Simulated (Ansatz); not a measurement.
**Molecular dynamics of CH6AlN**

Input:

```yaml
crystal:
  periodic: [false, false, false]
  atoms:
    - { symbol: "N", position_ang: [-0.73755, 0.270992, -0.487034] }
    - { symbol: C, position_ang: [0.783832, 0.459013, -0.395743] }
    - { symbol: Al, position_ang: [0.172808, -0.810812, 0.994341] }
    - { symbol: H, position_ang: [-1.051478, -0.146507, -1.367392] }
    - { symbol: H, position_ang: [-1.273637, 1.125607, -0.312829] }
    - { symbol: H, position_ang: [1.026247, 1.507606, -0.177694] }
    - { symbol: H, position_ang: [1.266308, 0.141539, -1.329691] }
    - { symbol: H, position_ang: [0.133241, -2.37322, 0.627533] }
    - { symbol: H, position_ang: [-0.231273, -0.220418, 2.431407] }
basis:
  gaussian: { orbitals: "6-31G*" }
hamiltonian:
  xc: pbe
md:
  timestep: 0.5
  n_steps: 250
  ensemble: nvt_nose_hoover
  temperature: 50.0
  initial_velocities: maxwell_boltzmann
  seed: 113279
  nose_hoover: { tau: 100.0, chain_length: 3 }
scf:
  lower_state_search: "off"
```

Launched with:

```bash
$ ansatz run input.yaml --threads 1 --pin off --max-ram 2048MiB --backend cpu --events-out ev --progress --plain --runs-dir out
```

It starts from a relaxed structure.

Output, in part (one step line in 5, the closing report, with atoms numbered from 0):

```
md step     0: t =     0.00 fs  T =    50.0 K  F+E_penalty+E_count = -9213.35701364 eV  E_kin = 0.045241 eV  conserved = -9213.31177264 eV  (17 SCF iters)
md step     5: t =     2.50 fs  T =    37.5 K  F+E_penalty+E_count = -9213.34560580 eV  E_kin = 0.033974 eV  conserved = -9213.31163352 eV  (21 SCF iters)
md step    10: t =     5.00 fs  T =    30.7 K  F+E_penalty+E_count = -9213.33951036 eV  E_kin = 0.027822 eV  conserved = -9213.31169903 eV  (21 SCF iters)
md step    15: t =     7.50 fs  T =    23.9 K  F+E_penalty+E_count = -9213.33319855 eV  E_kin = 0.021599 eV  conserved = -9213.31162948 eV  (21 SCF iters)
md step    20: t =    10.00 fs  T =    27.0 K  F+E_penalty+E_count = -9213.33612049 eV  E_kin = 0.024455 eV  conserved = -9213.31172928 eV  (21 SCF iters)
md step    25: t =    12.50 fs  T =    19.7 K  F+E_penalty+E_count = -9213.32934159 eV  E_kin = 0.017813 eV  conserved = -9213.31163531 eV  (21 SCF iters)
md step    30: t =    15.00 fs  T =    21.3 K  F+E_penalty+E_count = -9213.33079420 eV  E_kin = 0.019268 eV  conserved = -9213.31168325 eV  (21 SCF iters)
md step    35: t =    17.50 fs  T =    24.9 K  F+E_penalty+E_count = -9213.33400727 eV  E_kin = 0.022571 eV  conserved = -9213.31166696 eV  (21 SCF iters)
md step    40: t =    20.00 fs  T =    29.6 K  F+E_penalty+E_count = -9213.33816589 eV  E_kin = 0.026795 eV  conserved = -9213.31170546 eV  (20 SCF iters)
md step    45: t =    22.50 fs  T =    26.5 K  F+E_penalty+E_count = -9213.33515016 eV  E_kin = 0.023933 eV  conserved = -9213.31167258 eV  (21 SCF iters)
md step    50: t =    25.00 fs  T =    22.6 K  F+E_penalty+E_count = -9213.33156410 eV  E_kin = 0.020475 eV  conserved = -9213.31166162 eV  (21 SCF iters)
md step    55: t =    27.50 fs  T =    23.6 K  F+E_penalty+E_count = -9213.33233903 eV  E_kin = 0.021352 eV  conserved = -9213.31168306 eV  (21 SCF iters)
md step    60: t =    30.00 fs  T =    23.7 K  F+E_penalty+E_count = -9213.33228880 eV  E_kin = 0.021469 eV  conserved = -9213.31166208 eV  (20 SCF iters)
md step    65: t =    32.50 fs  T =    26.5 K  F+E_penalty+E_count = -9213.33464275 eV  E_kin = 0.023950 eV  conserved = -9213.31170103 eV  (20 SCF iters)
md step    70: t =    35.00 fs  T =    22.3 K  F+E_penalty+E_count = -9213.33064400 eV  E_kin = 0.020180 eV  conserved = -9213.31165827 eV  (21 SCF iters)
md step    75: t =    37.50 fs  T =    20.8 K  F+E_penalty+E_count = -9213.32913886 eV  E_kin = 0.018808 eV  conserved = -9213.31168976 eV  (21 SCF iters)
md step    80: t =    40.00 fs  T =    16.7 K  F+E_penalty+E_count = -9213.32520948 eV  E_kin = 0.015091 eV  conserved = -9213.31164833 eV  (21 SCF iters)
md step    85: t =    42.50 fs  T =    18.2 K  F+E_penalty+E_count = -9213.32651767 eV  E_kin = 0.016503 eV  conserved = -9213.31169962 eV  (21 SCF iters)
md step    90: t =    45.00 fs  T =    15.0 K  F+E_penalty+E_count = -9213.32334643 eV  E_kin = 0.013568 eV  conserved = -9213.31164821 eV  (21 SCF iters)
md step    95: t =    47.50 fs  T =    17.7 K  F+E_penalty+E_count = -9213.32567670 eV  E_kin = 0.016047 eV  conserved = -9213.31166410 eV  (21 SCF iters)
md step   100: t =    50.00 fs  T =    25.5 K  F+E_penalty+E_count = -9213.33243313 eV  E_kin = 0.023076 eV  conserved = -9213.31166182 eV  (21 SCF iters)
md step   105: t =    52.50 fs  T =    34.1 K  F+E_penalty+E_count = -9213.33993407 eV  E_kin = 0.030897 eV  conserved = -9213.31171292 eV  (21 SCF iters)
md step   110: t =    55.00 fs  T =    30.3 K  F+E_penalty+E_count = -9213.33595930 eV  E_kin = 0.027418 eV  conserved = -9213.31166665 eV  (21 SCF iters)
md step   115: t =    57.50 fs  T =    24.5 K  F+E_penalty+E_count = -9213.33034800 eV  E_kin = 0.022176 eV  conserved = -9213.31165520 eV  (21 SCF iters)
md step   120: t =    60.00 fs  T =    25.2 K  F+E_penalty+E_count = -9213.33065333 eV  E_kin = 0.022841 eV  conserved = -9213.31165653 eV  (21 SCF iters)
md step   125: t =    62.50 fs  T =    28.3 K  F+E_penalty+E_count = -9213.33304323 eV  E_kin = 0.025589 eV  conserved = -9213.31169482 eV  (21 SCF iters)
md step   130: t =    65.00 fs  T =    25.0 K  F+E_penalty+E_count = -9213.32956608 eV  E_kin = 0.022587 eV  conserved = -9213.31164737 eV  (21 SCF iters)
md step   135: t =    67.50 fs  T =    26.2 K  F+E_penalty+E_count = -9213.33026354 eV  E_kin = 0.023672 eV  conserved = -9213.31165657 eV  (21 SCF iters)
md step   140: t =    70.00 fs  T =    34.1 K  F+E_penalty+E_count = -9213.33697134 eV  E_kin = 0.030881 eV  conserved = -9213.31165909 eV  (21 SCF iters)
md step   145: t =    72.50 fs  T =    40.1 K  F+E_penalty+E_count = -9213.34174572 eV  E_kin = 0.036255 eV  conserved = -9213.31171503 eV  (21 SCF iters)
md step   150: t =    75.00 fs  T =    31.8 K  F+E_penalty+E_count = -9213.33358931 eV  E_kin = 0.028816 eV  conserved = -9213.31163196 eV  (20 SCF iters)
md step   155: t =    77.50 fs  T =    29.8 K  F+E_penalty+E_count = -9213.33121808 eV  E_kin = 0.026949 eV  conserved = -9213.31166859 eV  (21 SCF iters)
md step   160: t =    80.00 fs  T =    31.4 K  F+E_penalty+E_count = -9213.33212770 eV  E_kin = 0.028446 eV  conserved = -9213.31162828 eV  (21 SCF iters)
md step   165: t =    82.50 fs  T =    38.6 K  F+E_penalty+E_count = -9213.33798322 eV  E_kin = 0.034890 eV  conserved = -9213.31170700 eV  (20 SCF iters)
md step   170: t =    85.00 fs  T =    35.7 K  F+E_penalty+E_count = -9213.33463986 eV  E_kin = 0.032329 eV  conserved = -9213.31161682 eV  (21 SCF iters)
md step   175: t =    87.50 fs  T =    41.7 K  F+E_penalty+E_count = -9213.33937427 eV  E_kin = 0.037728 eV  conserved = -9213.31168865 eV  (21 SCF iters)
md step   180: t =    90.00 fs  T =    42.6 K  F+E_penalty+E_count = -9213.33936216 eV  E_kin = 0.038570 eV  conserved = -9213.31163233 eV  (21 SCF iters)
md step   185: t =    92.50 fs  T =    43.5 K  F+E_penalty+E_count = -9213.33938183 eV  E_kin = 0.039359 eV  conserved = -9213.31170478 eV  (21 SCF iters)
md step   190: t =    95.00 fs  T =    32.8 K  F+E_penalty+E_count = -9213.32885849 eV  E_kin = 0.029638 eV  conserved = -9213.31161549 eV  (21 SCF iters)
md step   195: t =    97.50 fs  T =    29.3 K  F+E_penalty+E_count = -9213.32524310 eV  E_kin = 0.026556 eV  conserved = -9213.31168031 eV  (21 SCF iters)
md step   200: t =   100.00 fs  T =    23.3 K  F+E_penalty+E_count = -9213.31920936 eV  E_kin = 0.021083 eV  conserved = -9213.31160506 eV  (21 SCF iters)
md step   205: t =   102.50 fs  T =    28.0 K  F+E_penalty+E_count = -9213.32299247 eV  E_kin = 0.025304 eV  conserved = -9213.31167088 eV  (21 SCF iters)
md step   210: t =   105.00 fs  T =    30.0 K  F+E_penalty+E_count = -9213.32425588 eV  E_kin = 0.027155 eV  conserved = -9213.31163770 eV  (21 SCF iters)
md step   215: t =   107.50 fs  T =    31.4 K  F+E_penalty+E_count = -9213.32489512 eV  E_kin = 0.028377 eV  conserved = -9213.31168004 eV  (21 SCF iters)
md step   220: t =   110.00 fs  T =    25.5 K  F+E_penalty+E_count = -9213.31896802 eV  E_kin = 0.023049 eV  conserved = -9213.31161567 eV  (21 SCF iters)
md step   225: t =   112.50 fs  T =    27.7 K  F+E_penalty+E_count = -9213.32048895 eV  E_kin = 0.025064 eV  conserved = -9213.31164389 eV  (21 SCF iters)
md step   230: t =   115.00 fs  T =    31.9 K  F+E_penalty+E_count = -9213.32370239 eV  E_kin = 0.028830 eV  conserved = -9213.31165302 eV  (21 SCF iters)
md step   235: t =   117.50 fs  T =    30.5 K  F+E_penalty+E_count = -9213.32184648 eV  E_kin = 0.027600 eV  conserved = -9213.31165756 eV  (21 SCF iters)
md step   240: t =   120.00 fs  T =    25.9 K  F+E_penalty+E_count = -9213.31712302 eV  E_kin = 0.023425 eV  conserved = -9213.31161218 eV  (21 SCF iters)
md step   245: t =   122.50 fs  T =    30.3 K  F+E_penalty+E_count = -9213.32060637 eV  E_kin = 0.027421 eV  conserved = -9213.31163739 eV  (21 SCF iters)
md step   250: t =   125.00 fs  T =    35.6 K  F+E_penalty+E_count = -9213.32485087 eV  E_kin = 0.032237 eV  conserved = -9213.31165853 eV  (21 SCF iters)
Total energy: -9213.32489393 eV, -338.5834448359 hartree
Atom 0 at    -0.734825     0.269195    -0.491223 Å, force    -0.098476     0.331624    -0.065208 eV/Å
Atom 1 at     0.789119     0.474162    -0.416405 Å, force    -0.197295     0.035599     0.476798 eV/Å
Atom 2 at     0.169497    -0.817114     1.005342 Å, force     0.132241     0.170023    -0.368668 eV/Å
Atom 3 at    -1.024774    -0.274088    -1.316979 Å, force     0.102850     0.139671     0.180055 eV/Å
Atom 4 at    -1.284636     1.143913    -0.461108 Å, force     0.122953    -0.321098     0.005443 eV/Å
Atom 5 at     1.001995     1.507824    -0.072226 Å, force    -0.150695    -0.306593    -0.083539 eV/Å
Atom 6 at     1.274979     0.308252    -1.383249 Å, force     0.056417    -0.149115    -0.067202 eV/Å
Atom 7 at    -0.031532    -2.366762     0.617984 Å, force     0.041336     0.038574    -0.010315 eV/Å
Atom 8 at    -0.078873    -0.271403     2.496858 Å, force    -0.009331     0.061315    -0.067365 eV/Å
Dipole moment:    -0.264989     0.439201    -0.574758 e Å
```

All steps were run. The conserved energy stayed within 0.022 meV per atom of its start (net change 0.013 meV per atom), so the integration is sound. The mean temperature of the second half is 36 % below the set value. A run of 0.12 ps of so small a system gives no equilibrium averages.

The same pairs are bonded in the first frame and the last. Pairs count as bonded within 1.25 times the sum of covalent radii (0.12 Å more for H–H).

Last frame:

```xyz
9
Properties=species:S:1:pos:R:3
N -0.735 0.269 -0.491
C 0.789 0.474 -0.416
Al 0.170 -0.817 1.005
H -1.025 -0.274 -1.317
H -1.285 1.144 -0.461
H 1.002 1.508 -0.072
H 1.275 0.308 -1.383
H -0.032 -2.367 0.618
H -0.079 -0.271 2.497
```

Time of the run: 5.1 min on 1 thread of Arm Neoverse V1, on a shared host, peak memory 0.09 GiB.
